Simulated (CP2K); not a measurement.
# NOF (SMILES O=NF), step by step

Wanted: a series of 8 runs (PBE/TZV2P-MOLOPT-PBE-GTH, UPBE/TZV2P-MOLOPT-PBE-GTH) of FNO. The setting varied is the cutoff. 

The calculation is run with CP2K 2026.2.

8 further runs of the same task are left out: 8 set aside as unsound or not needed.

**1. Starting point**

The species is NOF (3 atoms), meant as a singlet with charge 0. As SMILES, `O=NF`. Geometry: relaxed at GFN2-xTB.

Bond lengths: O1–N2 1.139 Å, N2–F3 1.492 Å. Angles: O1–N2–F3 111.3°.

**2. Energy and forces at PBE/TZV2P-MOLOPT-PBE-GTH (core potential) (run 1)**

Contents of run.inp:

```
&FORCE_EVAL
    METHOD Quickstep
    &DFT
        BASIS_SET_FILE_NAME BASIS_MOLOPT_UZH
        POTENTIAL_FILE_NAME POTENTIAL_UZH
        CHARGE 0
        MULTIPLICITY 1
        ! Quickstep
        &QS
            METHOD GPW
            EPS_DEFAULT 1.0E-10
        &END QS
        &MGRID
            CUTOFF 350
            REL_CUTOFF 50
            NGRIDS 4
        &END MGRID
        &POISSON
            PERIODIC NONE
            POISSON_SOLVER MULTIPOLE
        &END POISSON
        &SCF
            SCF_GUESS ATOMIC
            EPS_SCF 1.0E-06
            MAX_SCF 30
            &OT ON
                MINIMIZER DIIS
                PRECONDITIONER FULL_ALL
            &END OT
            &OUTER_SCF
                EPS_SCF 1.0E-06
                MAX_SCF 5
            &END OUTER_SCF
        &END SCF
        &XC
            &XC_FUNCTIONAL PBE
            &END XC_FUNCTIONAL
        &END XC
        ! extra output
        &PRINT
            &MOMENTS
                PERIODIC F
                REFERENCE COM
                MAX_MOMENT 1
            &END MOMENTS
            &MO_CUBES
                NLUMO 1
                NHOMO -1
                WRITE_CUBE F
            &END MO_CUBES
            &HIRSHFELD OFF
            &END HIRSHFELD
        &END PRINT
    &END DFT
    ! structure
    &SUBSYS
        &CELL
            ABC [angstrom] 8.9 7.7 8.1
            PERIODIC NONE
        &END CELL
        &COORD
            UNIT bohr
            O      1.6653023     0.4593357     0.9672563
            N      0.2783000    -0.9101677     0.0549721
            F     -1.9436211     0.4508509    -1.0222473
        &END COORD
        &TOPOLOGY
            &CENTER_COORDINATES
            &END CENTER_COORDINATES
        &END TOPOLOGY
        &KIND O
            BASIS_SET TZV2P-MOLOPT-PBE-GTH-q6
            POTENTIAL GTH-PBE-q6
        &END KIND
        &KIND N
            BASIS_SET TZV2P-MOLOPT-PBE-GTH-q5
            POTENTIAL GTH-PBE-q5
        &END KIND
        &KIND F
            BASIS_SET TZV2P-MOLOPT-PBE-GTH-q7
            POTENTIAL GTH-PBE-q7
        &END KIND
    &END SUBSYS
    &PRINT
        &FORCES ON
        &END FORCES
    &END PRINT
&END FORCE_EVAL
&GLOBAL
    PROJECT run
    RUN_TYPE ENERGY_FORCE
    PRINT_LEVEL MEDIUM
&END GLOBAL
```

Started as:

```
$ OMP_NUM_THREADS=2 cp2k.psmp -i run.inp -o run.out
```

The log of the run:

```text
CP2K| version string:                                       CP2K version 2026.2
[...]
 GLOBAL| Method name                                                        CP2K
[...]
 GLOBAL| Run type                                                   ENERGY_FORCE
[...]
 DFT| Spin restricted Kohn-Sham (RKS) calculation                            RKS
 DFT| Multiplicity                                                             1
[...]
 DFT| Charge                                                                   0
[...]
 FUNCTIONAL| PBE:
 QS| Method:                                                                 GPW
[...]
 QS| Density cutoff [a.u.]:                                                175.0
[...]
 QS| Relative density cutoff [a.u.]:                                        25.0
[...]
                             - Atoms:                                          3
[...]
                             - Spherical basis functions:                     87
[...]
 Number of electrons:                                                         18
[...]
     1 OT DIIS     0.15E+00    0.5     0.16447362       -48.3499354342 -4.83E+01
[...]
     1 OT DIIS     0.15E+00    0.8     0.00000052       -50.1209702581 -3.49E-11
  *** SCF run converged in     1 steps ***
[...]
  Overlap energy of the core charge distribution:               0.00000012798172
  Self energy of the core charge distribution:               -130.74245817187713
  Core Hamiltonian energy:                                     36.82304828054756
  Hartree energy:                                              54.30389214666414
  Exchange-correlation energy:                                -10.50545264141941
  Total energy:                                               -50.12097025810313
[...]
  Dipole moment [Debye]
    X=  0.1098348E+01 Y= -0.2969977E+00 Z=  0.5748829E+00  Total=      1.2747810
[...]
 WARNING : did not converge in ot_eigensolver
 number of iterations          299  exceeded maximum
 current gradient / target gradient   1.4826578040178797E-004  /    1.0000000000000001E-005
[...]
 HOMO - LUMO gap [eV] :    3.568922
[...]
 ENERGY| Total FORCE_EVAL ( QS ) energy [hartree]            -50.120970258123975
 FORCES| Atomic forces [hartree/bohr]
 FORCES|   Atom     x               y               z               |f|
 FORCES|      1  1.82912409E-02  1.60385228E-02  9.98229273E-03   2.62954345E-02
 FORCES|      2 -1.37572807E-03 -2.72004006E-02 -4.02201269E-03   2.75305468E-02
 FORCES|      3 -1.60306375E-02  1.07220694E-02 -7.03222984E-03   2.05279412E-02
 FORCES| Sum     8.84875272E-04 -4.39808381E-04 -1.07194980E-03
 FORCES| Total atomic force                                       1.45791359E-03
[...]
```

Run time: 18 s. Hardware: 2 threads of Intel Xeon Platinum 8488C (Sapphire Rapids), shared host; peak memory 0.53 GiB.

**3. The doublet cation: energy and gradient at UPBE/TZV2P-MOLOPT-PBE-GTH (core potential) (run 2)**

Contents of calc.inp:

```
&FORCE_EVAL
    METHOD Quickstep
    &DFT
        BASIS_SET_FILE_NAME BASIS_MOLOPT_UZH
        POTENTIAL_FILE_NAME POTENTIAL_UZH
        CHARGE 1
        MULTIPLICITY 2
        SPIN_POLARIZED T
        &QS
            METHOD GPW
            EPS_DEFAULT 1.0E-10
        &END QS
        &MGRID
            CUTOFF 350
            REL_CUTOFF 50
            NGRIDS 4
        &END MGRID
        # isolated system
        &POISSON
            PERIODIC NONE
            POISSON_SOLVER MULTIPOLE
        &END POISSON
        # SCF settings
        &SCF
            SCF_GUESS ATOMIC
            EPS_SCF 1.0E-06
            MAX_SCF 100
            ADDED_MOS 5
            &DIAGONALIZATION
                ALGORITHM STANDARD
            &END DIAGONALIZATION
            &MIXING
                METHOD BROYDEN_MIXING
                ALPHA 0.4
                NBUFFER 4
            &END MIXING
        &END SCF
        &XC
            &XC_FUNCTIONAL PBE
            &END XC_FUNCTIONAL
        &END XC
        # extra output
        &PRINT
            &MOMENTS
                PERIODIC F
                REFERENCE COM
                MAX_MOMENT 1
            &END MOMENTS
            &MO ON
                ENERGIES T
                OCCUPATION_NUMBERS T
                NDIGITS 6
                &EACH
                    QS_SCF 0
                &END EACH
                ADD_LAST NUMERIC
            &END MO
            &HIRSHFELD OFF
            &END HIRSHFELD
        &END PRINT
    &END DFT
    # structure
    &SUBSYS
        # box in angstrom
        &CELL
            ABC [angstrom] 8.9 7.7 8.1
            PERIODIC NONE
        &END CELL
        &COORD
            UNIT bohr
            O      1.6653023     0.4593357     0.9672563
            N      0.2783000    -0.9101677     0.0549721
            F     -1.9436211     0.4508509    -1.0222473
        &END COORD
        &TOPOLOGY
            &CENTER_COORDINATES
            &END CENTER_COORDINATES
        &END TOPOLOGY
        &KIND O
            BASIS_SET TZV2P-MOLOPT-PBE-GTH-q6
            POTENTIAL GTH-PBE-q6
        &END KIND
        &KIND N
            BASIS_SET TZV2P-MOLOPT-PBE-GTH-q5
            POTENTIAL GTH-PBE-q5
        &END KIND
        &KIND F
            BASIS_SET TZV2P-MOLOPT-PBE-GTH-q7
            POTENTIAL GTH-PBE-q7
        &END KIND
    &END SUBSYS
    &PRINT
        &FORCES ON
        &END FORCES
    &END PRINT
&END FORCE_EVAL

&GLOBAL
    PROJECT_NAME calc
    RUN_TYPE ENERGY_FORCE
    PRINT_LEVEL MEDIUM
&END GLOBAL
```

Started as:

```
$ OMP_NUM_THREADS=2 cp2k.psmp -i calc.inp -o calc.out
```

The log of the run:

```text
CP2K| version string:                                       CP2K version 2026.2
[...]
 GLOBAL| Method name                                                        CP2K
[...]
 GLOBAL| Run type                                                   ENERGY_FORCE
[...]
 DFT| Spin unrestricted (spin-polarized) Kohn-Sham calculation               UKS
 DFT| Multiplicity                                                             2
[...]
 DFT| Charge                                                                   1
[...]
 FUNCTIONAL| PBE:
 QS| Method:                                                                 GPW
[...]
 QS| Density cutoff [a.u.]:                                                175.0
[...]
 QS| Relative density cutoff [a.u.]:                                        25.0
[...]
                             - Atoms:                                          3
[...]
                             - Spherical basis functions:                     87
[...]
 Number of electrons:                                                          9
[...]
     1 NoMix/Diag. 0.40E+00    1.3     0.26213835       -49.2509259416 -4.93E+01
[...]
    28 Broy./Diag. 0.40E+00    2.1     0.00000074       -49.6499801252  5.06E-07
  *** SCF run converged in    28 steps ***
[...]
  Overlap energy of the core charge distribution:               0.00000012798172
  Self energy of the core charge distribution:               -130.74245817187713
  Core Hamiltonian energy:                                     36.04959238177130
  Hartree energy:                                              55.11299515413041
  Exchange-correlation energy:                                -10.07010961725349
  Total energy:                                               -49.64998012524720
[...]
  Ideal and single determinant S**2 :                    0.750000       0.758047
[...]
  Dipole moment [Debye]
    X=  0.1328469E+01 Y= -0.6468225E+00 Z=  0.6636349E+00  Total=      1.6197596
  Decoupling Energy:                                               0.1032984603
 ENERGY| Total FORCE_EVAL ( QS ) energy [hartree]            -49.649977482138077
 FORCES| Atomic forces [hartree/bohr]
 FORCES|   Atom     x               y               z               |f|
 FORCES|      1  1.74231054E-03 -4.13776752E-02 -5.85721454E-03   4.18264822E-02
 FORCES|      2 -1.97775256E-03  6.72681377E-02  5.85997475E-03   6.75518553E-02
 FORCES|      3  2.91694193E-03 -2.48502096E-02 -1.18049396E-03   2.50486533E-02
 FORCES| Sum     2.68149990E-03  1.04025291E-03 -1.17773375E-03
 FORCES| Total atomic force                                       3.10799367E-03
[...]
```

Run time: 62 s. Hardware: 2 threads of Intel Xeon Platinum 8488C (Sapphire Rapids), shared host; peak memory 0.97 GiB.

**4. Energy and forces at PBE/TZV2P-MOLOPT-PBE-GTH (core potential) (run 3)**

Contents of run.inp:

```
&GLOBAL
  PROJECT_NAME run
  RUN_TYPE ENERGY_FORCE
  PRINT_LEVEL MEDIUM
&END

&FORCE_EVAL
  METHOD QS
  &DFT
    BASIS_SET_FILE_NAME BASIS_MOLOPT_UZH
    POTENTIAL_FILE_NAME POTENTIAL_UZH
    # Quickstep
    &QS
      METHOD GPW
      EPS_DEFAULT 1.0E-10
    &END
    &MGRID
      CUTOFF 450
      REL_CUTOFF 50
      NGRIDS 4
    &END
    # cluster boundary conditions
    &POISSON
      PERIODIC NONE
      POISSON_SOLVER MULTIPOLE
    &END
    &SCF
      SCF_GUESS ATOMIC
      EPS_SCF 1.0E-06
      MAX_SCF 30
      &OT
        MINIMIZER DIIS
        PRECONDITIONER FULL_ALL
      &END
      &OUTER_SCF
        EPS_SCF 1.0E-06
        MAX_SCF 5
      &END
    &END
    &XC
      &XC_FUNCTIONAL PBE
      &END
    &END
    # extra output
    &PRINT
      &MOMENTS
        PERIODIC F
        REFERENCE COM
        MAX_MOMENT 1
      &END
      &MO_CUBES
        NLUMO 1
        NHOMO -1
        WRITE_CUBE F
      &END
      &HIRSHFELD OFF
      &END
    &END
  &END
  # atoms, cell and kinds
  &SUBSYS
    # vacuum box
    &CELL
      ABC 8.9 7.7 8.1
      PERIODIC NONE
    &END
    &COORD
      UNIT bohr
      O      1.6653023     0.4593357     0.9672563
      N      0.2783000    -0.9101677     0.0549721
      F     -1.9436211     0.4508509    -1.0222473
    &END
    &TOPOLOGY
      &CENTER_COORDINATES
      &END
    &END
    &KIND O
      BASIS_SET TZV2P-MOLOPT-PBE-GTH-q6
      POTENTIAL GTH-PBE-q6
    &END
    &KIND N
      BASIS_SET TZV2P-MOLOPT-PBE-GTH-q5
      POTENTIAL GTH-PBE-q5
    &END
    &KIND F
      BASIS_SET TZV2P-MOLOPT-PBE-GTH-q7
      POTENTIAL GTH-PBE-q7
    &END
  &END
  &PRINT
    &FORCES ON
    &END
  &END
&END
```

Started as:

```
$ OMP_NUM_THREADS=2 cp2k.psmp run.inp > run.out
```

The log of the run:

```text
CP2K| version string:                                       CP2K version 2026.2
[...]
 GLOBAL| Method name                                                        CP2K
[...]
 GLOBAL| Run type                                                   ENERGY_FORCE
[...]
 DFT| Spin restricted Kohn-Sham (RKS) calculation                            RKS
 DFT| Multiplicity                                                             1
[...]
 DFT| Charge                                                                   0
[...]
 FUNCTIONAL| PBE:
 QS| Method:                                                                 GPW
[...]
 QS| Density cutoff [a.u.]:                                                225.0
[...]
 QS| Relative density cutoff [a.u.]:                                        25.0
[...]
                             - Atoms:                                          3
[...]
                             - Spherical basis functions:                     87
[...]
 Number of electrons:                                                         18
[...]
     1 OT DIIS     0.15E+00    1.0     0.16445274       -48.3503790021 -4.84E+01
[...]
     1 OT DIIS     0.15E+00    3.0     0.00000050       -50.1210594025 -3.40E-11
  *** SCF run converged in     1 steps ***
[...]
  Overlap energy of the core charge distribution:               0.00000012798172
  Self energy of the core charge distribution:               -130.74245817187713
  Core Hamiltonian energy:                                     36.82300583795898
  Hartree energy:                                              54.30405071211003
  Exchange-correlation energy:                                -10.50565790867620
  Total energy:                                               -50.12105940250261
[...]
  Dipole moment [Debye]
    X=  0.1097850E+01 Y= -0.2976356E+00 Z=  0.5750357E+00  Total=      1.2745695
[...]
 WARNING : did not converge in ot_eigensolver
 number of iterations          299  exceeded maximum
 current gradient / target gradient   2.1907696806729827E-004  /    1.0000000000000001E-005
[...]
 HOMO - LUMO gap [eV] :    3.566289
[...]
 ENERGY| Total FORCE_EVAL ( QS ) energy [hartree]            -50.121059402522135
 FORCES| Atomic forces [hartree/bohr]
 FORCES|   Atom     x               y               z               |f|
 FORCES|      1  1.84670235E-02  2.15392263E-02  1.12822759E-02   3.05329163E-02
 FORCES|      2 -1.74057631E-03 -2.96223373E-02 -3.97457365E-03   2.99384320E-02
 FORCES|      3 -1.74097054E-02  1.59582085E-02 -6.55414909E-03   2.45095722E-02
 FORCES| Sum    -6.83258274E-04  7.87509751E-03  7.53553195E-04
 FORCES| Total atomic force                                       7.94051920E-03
[...]
```

Wall time 49 s (2 threads of Intel Xeon Platinum 8488C (Sapphire Rapids), shared host); peak memory 0.66 GiB.

Runs 4 to 7 aren't shown in full; the table further down has their settings and results.

**5. The doublet cation: energy and forces at UPBE/TZV2P-MOLOPT-PBE-GTH (core potential) (run 8)**

Contents of qs.inp:

```
&GLOBAL
 PROJECT qs
 RUN_TYPE ENERGY_FORCE
 PRINT_LEVEL MEDIUM
&END GLOBAL

&FORCE_EVAL
 METHOD QS
 &DFT
  BASIS_SET_FILE_NAME BASIS_MOLOPT_UZH
  POTENTIAL_FILE_NAME POTENTIAL_UZH
  CHARGE 1
  MULTIPLICITY 2
  SPIN_POLARIZED T
  &QS
   METHOD GPW
   EPS_DEFAULT 1.0E-10
  &END QS
  &MGRID
   CUTOFF 800
   REL_CUTOFF 50
   NGRIDS 4
  &END MGRID
  &POISSON
   PERIODIC NONE
   POISSON_SOLVER MULTIPOLE
  &END POISSON
  &SCF
   SCF_GUESS ATOMIC
   EPS_SCF 1.0E-06
   MAX_SCF 100
   ADDED_MOS 5
   &DIAGONALIZATION
    ALGORITHM STANDARD
   &END DIAGONALIZATION
   &MIXING
    METHOD BROYDEN_MIXING
    ALPHA 0.4
    NBUFFER 4
   &END MIXING
  &END SCF
  &XC
   &XC_FUNCTIONAL PBE
   &END XC_FUNCTIONAL
  &END XC
  &PRINT
   &MOMENTS
    PERIODIC F
    REFERENCE COM
    MAX_MOMENT 1
   &END MOMENTS
   &MO ON
    ENERGIES T
    OCCUPATION_NUMBERS T
    NDIGITS 6
    &EACH
     QS_SCF 0
    &END EACH
    ADD_LAST NUMERIC
   &END MO
   &HIRSHFELD OFF
   &END HIRSHFELD
  &END PRINT
 &END DFT
 &SUBSYS
  &CELL
   ABC [angstrom] 8.9 7.7 8.1
   PERIODIC NONE
  &END CELL
  &COORD
   UNIT bohr
   O      1.6653023     0.4593357     0.9672563
   N      0.2783000    -0.9101677     0.0549721
   F     -1.9436211     0.4508509    -1.0222473
  &END COORD
  &TOPOLOGY
   &CENTER_COORDINATES
   &END CENTER_COORDINATES
  &END TOPOLOGY
  &KIND O
   BASIS_SET TZV2P-MOLOPT-PBE-GTH-q6
   POTENTIAL GTH-PBE-q6
  &END KIND
  &KIND N
   BASIS_SET TZV2P-MOLOPT-PBE-GTH-q5
   POTENTIAL GTH-PBE-q5
  &END KIND
  &KIND F
   BASIS_SET TZV2P-MOLOPT-PBE-GTH-q7
   POTENTIAL GTH-PBE-q7
  &END KIND
 &END SUBSYS
 &PRINT
  &FORCES ON
  &END FORCES
 &END PRINT
&END FORCE_EVAL
```

Started as:

```
$ OMP_NUM_THREADS=2 cp2k.psmp -i qs.inp > qs.out 2>&1
```

The log of the run:

```text
CP2K| version string:                                       CP2K version 2026.2
[...]
 GLOBAL| Method name                                                        CP2K
[...]
 GLOBAL| Run type                                                   ENERGY_FORCE
[...]
 DFT| Spin unrestricted (spin-polarized) Kohn-Sham calculation               UKS
 DFT| Multiplicity                                                             2
[...]
 DFT| Charge                                                                   1
[...]
 FUNCTIONAL| PBE:
 QS| Method:                                                                 GPW
[...]
 QS| Density cutoff [a.u.]:                                                400.0
[...]
 QS| Relative density cutoff [a.u.]:                                        25.0
[...]
                             - Atoms:                                          3
[...]
                             - Spherical basis functions:                     87
[...]
 Number of electrons:                                                          9
[...]
     1 NoMix/Diag. 0.40E+00    5.7     0.26207690       -49.2508760387 -4.93E+01
[...]
    34 Broy./Diag. 0.40E+00    6.8     0.00000074       -49.6499506350  1.85E-08
  *** SCF run converged in    34 steps ***
[...]
  Overlap energy of the core charge distribution:               0.00000012798172
  Self energy of the core charge distribution:               -130.74245817187713
  Core Hamiltonian energy:                                     36.04961032567037
  Hartree energy:                                              55.11310729006540
  Exchange-correlation energy:                                -10.07021020687227
  Total energy:                                               -49.64995063503192
[...]
  Ideal and single determinant S**2 :                    0.750000       0.758051
[...]
  Dipole moment [Debye]
    X=  0.1327115E+01 Y= -0.6469659E+00 Z=  0.6632936E+00  Total=      1.6185667
  Decoupling Energy:                                               0.1032972862
 ENERGY| Total FORCE_EVAL ( QS ) energy [hartree]            -49.649950845022509
 FORCES| Atomic forces [hartree/bohr]
 FORCES|   Atom     x               y               z               |f|
 FORCES|      1  2.58771865E-04 -3.94699355E-02 -4.20127286E-03   3.96937459E-02
 FORCES|      2 -2.53107034E-03  6.60113569E-02  5.80072248E-03   6.63140554E-02
 FORCES|      3  2.80396694E-03 -2.50154025E-02 -2.24514987E-04   2.51730610E-02
 FORCES| Sum     5.31668459E-04  1.52601892E-03  1.37493464E-03
 FORCES| Total atomic force                                       2.12175643E-03
[...]
```

Run time: 3.9 min. Hardware: 2 threads of Intel Xeon Platinum 8488C (Sapphire Rapids), shared host; peak memory 2.7 GiB.

**6. The series**

```tsv
run	level	cutoff	iteration cap	partner	energy (Eh)	HOMO energy (eV)	LUMO energy (eV)	largest force (eV/Å)	wall time
1	PBE/TZV2P-MOLOPT-PBE-GTH (core potential)	350	30	base	-50.120970	-8.19	-4.62	1.416	18 s
2	UPBE/TZV2P-MOLOPT-PBE-GTH (core potential)	350	100	cation	-49.649977	-19.05	-17.47	3.474	62 s
3	PBE/TZV2P-MOLOPT-PBE-GTH (core potential)	450	30	base	-50.121059	-8.19	-4.62	–	49 s
4	UPBE/TZV2P-MOLOPT-PBE-GTH (core potential)	450	100	cation	-49.650134	-19.05	-17.47	3.378	2 min
5	PBE/TZV2P-MOLOPT-PBE-GTH (core potential)	600	30	base	-50.120941	-8.19	-4.62	1.503	92 s
6	UPBE/TZV2P-MOLOPT-PBE-GTH (core potential)	600	100	cation	-49.650004	-19.05	-17.47	3.408	1.7 min
7	PBE/TZV2P-MOLOPT-PBE-GTH (core potential)	800	30	base	-50.120906	-8.19	-4.62	1.498	93 s
8	UPBE/TZV2P-MOLOPT-PBE-GTH (core potential)	800	100	cation	-49.649951	-19.05	-17.47	3.410	3.9 min
```

Convergence of the total energy of singlet NOF with the cutoff, against the last point:

```tsv
cutoff	from the last (mEh)	wall time
350 Ry	-0.064	18 s
450 Ry	-0.153	49 s
600 Ry	-0.035	92 s
800 Ry	+0.000	93 s
```

Convergence of the HOMO energy of singlet NOF with the cutoff, against the last point:

```tsv
cutoff	from the last (eV)	wall time
350 Ry	-0.0017	18 s
450 Ry	+0.0003	49 s
600 Ry	+0.0004	92 s
800 Ry	+0.0000	93 s
```

**7. Summary of results**

| quantity | value |
| --- | --- |
| doublet cation, run 8: total energy | -49.64995 Eh |
| doublet cation, run 8: HOMO energy (highest over α and β) | -19.05 eV |
| doublet cation, run 8: LUMO energy (lowest over α and β) | -17.47 eV |
| doublet cation, run 8: ⟨S²⟩ | 0.758 |
| doublet cation, run 8: largest force on an atom | 3.410 eV/Å |
| vertical ionisation energy (to the doublet cation) (run 1, cutoff 350) | 12.816 eV |
| vertical ionisation energy (to the doublet cation) (run 3, cutoff 450) | 12.815 eV |
| vertical ionisation energy (to the doublet cation) (run 5, cutoff 600) | 12.815 eV |
| vertical ionisation energy (to the doublet cation) (run 7, cutoff 800) | 12.815 eV |

For the total energy of singlet NOF to stay within 0.1 mEh of the last point, 600 Ry is the first point of the series from which all later ones do (92 s against 93 s). For the HOMO energy of singlet NOF to stay within 0.001 eV of the last point, 450 Ry is the first point of the series from which all later ones do (49 s against 93 s). All runs together took 13 min, the longest 3.9 min.
